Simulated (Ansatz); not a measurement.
# C2H4ClF: ranking of conformers, by script

A script is to give a ranking of conformers; the system is C2H4ClF. SMILES: FCCCl.

Computed with Ansatz 0.2.0 through its Python package. Level of theory: r2SCAN+D4/cc-pVDZ.

## 1. The system

The script builds its own geometries from the SMILES FCCCl.

The script holds or builds the structure itself.

## 2. The script

File c2h4clf_conformers.py:

```python
# -*- coding: utf-8 -*-
"""Rank force-field conformers of C2H4ClF by single points."""

import ansatz as az
from rdkit import Chem
from rdkit.Chem import AllChem


def main():
    rd = Chem.AddHs(Chem.MolFromSmiles("FCCCl"))
    ids = list(AllChem.EmbedMultipleConfs(rd, numConfs=20, randomSeed=368, pruneRmsThresh=0.4))
    field = [energy for _, energy in AllChem.MMFFOptimizeMoleculeConfs(rd)]
    distinct = {round(e, 2): i for i, e in zip(ids, field)}
    chosen = sorted(distinct.items())[:5]
    found = []
    for force_field, index in chosen:
        mol = az.Crystal.molecule()
        for atom, xyz in zip(rd.GetAtoms(), rd.GetConformer(index).GetPositions()):
            mol = mol.atom(atom.GetSymbol(), xyz.round(5).tolist())
        calc = (
            mol.calculation()
            .basis(gaussian="cc-pVDZ")
            .functional("r2scan", dispersion="d4")
            .scf(lower_state_search="standard")
        )
        found.append(calc.run().report["free_energy_ev"])
    print("conformer   MMFF (kcal/mol)   this level (kcal/mol)")
    for (force_field, index), e in zip(chosen, found):
        print(f"{index:9d} {force_field - chosen[0][0]:17.2f} {23.060548 * (e - min(found)):17.3f}")


if __name__ == "__main__":
    main()
```

## 3. The calls as engine input

The engine receives this input (first run):

```yaml
crystal:
  periodic: [false, false, false]
  atoms:
    - { symbol: F, position_ang: [-1.41916, -0.71272, 0.84606] }
    - { symbol: C, position_ang: [-0.77069, 0.09814, -0.03517] }
    - { symbol: C, position_ang: [0.71826, -0.14465, 0.087] }
    - { symbol: Cl, position_ang: [1.62598, 0.88554, -1.03964] }
    - { symbol: H, position_ang: [-1.03397, 1.13216, 0.2067] }
    - { symbol: H, position_ang: [-1.13878, -0.13706, -1.03828] }
    - { symbol: H, position_ang: [0.95723, -1.18995, -0.13057] }
    - { symbol: H, position_ang: [1.06114, 0.06854, 1.1039] }
basis:
  gaussian:
    orbitals: cc-pVDZ
hamiltonian:
  xc: r2scan
  dispersion: d4
scf:
  lower_state_search: standard
```

## 4. Running it

Command:

```console
$ python c2h4clf_conformers.py
```

Without the output at hand: what should come out? Wanted: lowest; next above it by.

**Answer**, as computed:

| quantity | value |
| --- | --- |
| runs compared | 2 |
| lowest | run 1 |
| next above it by | 0.012 eV |

The structures are force-field minima, not relaxed at this level. Of those tried, run 1 is lowest; run 2 lies 0.012 eV above it, too close to rank at these settings. The conformers keep their force-field geometries.
